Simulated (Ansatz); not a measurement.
System: diamond. Method: G0W0@PBE (plane waves, hard PAW, contour deformation; Ansatz, a first-principles code).

The same calculation (at the measured cell, 5.673 Å³/atom) with different numerical settings; throughout: k mesh 4×4×4:

```csv
run,response cutoff (eV),empty bands,quasiparticle gap on the mesh (eV),quasiparticle gap at Γ (eV),rough time
1,100,47,5.643,7.113,3 core-s
2,150,87,5.797,7.235,6 core-s
3,200,134,5.867,7.297,9 core-s
4,250,187,5.907,7.333,10 core-s
5,300,246,___,___,30 core-s
```

Complete the blanks.


- 5, quasiparticle gap on the mesh (eV): 5.929
- 5, quasiparticle gap at Γ (eV): 7.350

In the column quasiparticle gap on the mesh (eV) the first row differs from the last by -0.286 and the next to last by -0.022.

The last row is no converged limit: other settings stay fixed.
